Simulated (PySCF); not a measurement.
## MgCl₂: from structure and modes to constants

All numbers come from PySCF, PBE0, basis Mg def2-TZVP, Cl def2-TZVP (no relativity, density fitting).

The singlet minimum has D∞h symmetry. Masses (u): Mg 23.98504, Cl 34.96885.

```xyz
3
charge 0 multiplicity 1, angstrom
Mg    0.0000    0.0000    0.0000
Cl    0.0000    0.0000    2.1699
Cl    0.0000    0.0000   -2.1699
```

Harmonic wavenumbers (cm⁻¹): 109.2 (πu, ×2), 324.2 (σg+, ×1), 623.3 (σu+, ×1).

Question: Find the principal moments of inertia and the rotational constants. What kind of rotor is it?

Answer: About the centre of mass I = 329.31 u Å². With B = 16.8576/I this gives 0.05119 cm⁻¹. The molecule is linear.

Question: Give the standard entropy (298.15 K, 1 bar) by its translational, rotational, vibrational and spin parts, and Cp.

Answer: Sackur–Tetrode with M = 93.92 u gives 165.5; rotation with symmetry number 2 gives 71.6; vibration 34.6; spin R ln 1 = 0.0. The total is 271.7 J/(mol K), and Cp = 7/2 R + 27.2 = 56.3 J/(mol K).

Question: Find the bond force constant k and the stretch–stretch coupling k′ of the valence force field.

Answer: For linear XMX, 4π²c²ω(σg)² = (k + k′)/mX and 4π²c²ω(σu)² = (k − k′)(1 + 2mX/mM)/mX. So k + k′ = 2.166 and k − k′ = 2.044 mdyn/Å, giving k = 2.105 and k′ = 0.061 mdyn/Å.
